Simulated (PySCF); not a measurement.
Dipole moment and polarisability across levels of theory

Compound: BH₆N.
Z-matrix (Å and degrees, PBE0-D3(BJ)/def2-SVP geometry), rows numbered from 1:
```
B 
N   1  1.6343
H   1  1.2247  2  105.46
H   1  1.2246  2  105.43  3  -120.02
H   1  1.2251  2  105.43  3   119.97
H   2  1.0205  1  111.26  3   -60.20
H   2  1.0206  1  111.24  3   179.80
H   2  1.0206  1  111.23  3    59.77
```

PySCF, dipoles from the SCF density, polarisabilities from static response with core orbitals frozen. Geometry: PBE0-D3(BJ)/def2-SVP; no solvent, vibrations or thermal averaging.

Reference dipole: 5.216 D (measured, gas; NIST CCCBDB Release 22 (SRD 101), experimental dipoles). Reference dipole: 5.281 D (computed, CCSD(T)/CBS, all electrons, equilibrium geometry, gas; Hait, Head-Gordon, J. Chem. Theory Comput. 14 (2018) 1969). Errors are taken against the first value of each kind. The anisotropy is √(½[(α1 − α2)² + (α2 − α3)² + (α3 − α1)²]).

| level | μ (D) | error (%) | α (au) | anisotropy (au) |
| --- | --- | --- | --- | --- |
| wB97X-D/def2-SVPD | 5.462 | +4.7 | 32.08 | 1.17 |
| LC-wPBE/def2-SVPD | 5.494 | +5.3 | 31.06 | 1.17 |
| PBE0/6-31G* | 5.732 | +9.9 | 23.54 | 1.84 |
| PBE0/6-31+G* | 5.644 | +8.2 | 27.75 | 0.10 |
| PBE0/def2-SVP | 5.736 | +10.0 | 25.44 | 2.04 |
| PBE0/def2-TZVP | 5.499 | +5.4 | 29.44 | 0.25 |
| PBE0/aug-cc-pVDZ | 5.368 | +2.9 | 32.62 | 1.67 |
| PBE0/def2-TZVPD | 5.370 | +3.0 | 32.43 | 1.80 |
| PBE0/aug-cc-pVTZ | 5.368 | +2.9 | 32.72 | 1.75 |

For the dipole, the smallest error is 2.9% (PBE0/aug-cc-pVDZ and PBE0/aug-cc-pVTZ) and the largest 10.0% (PBE0/def2-SVP). The dipole runs from 5.37 D (PBE0/aug-cc-pVDZ) to 5.74 D (PBE0/def2-SVP). No reference polarisability is at hand; against PBE0 in the largest diffuse basis at hand (aug-cc-pVTZ) the other PBE0 rows deviate by 6-31G* -28%, 6-31+G* -15%, def2-SVP -22%, def2-TZVP -10%, aug-cc-pVDZ 0%, def2-TZVPD -1%. With PBE0 the polarisability is 26.14 au without diffuse functions (mean of 6-31G*, def2-SVP and def2-TZVP) and 31.38 au with them (mean of 6-31+G*, aug-cc-pVDZ, def2-TZVPD and aug-cc-pVTZ). Measured values can belong to vibrating molecules and may average over conformers; the computed ones are for one fixed geometry.
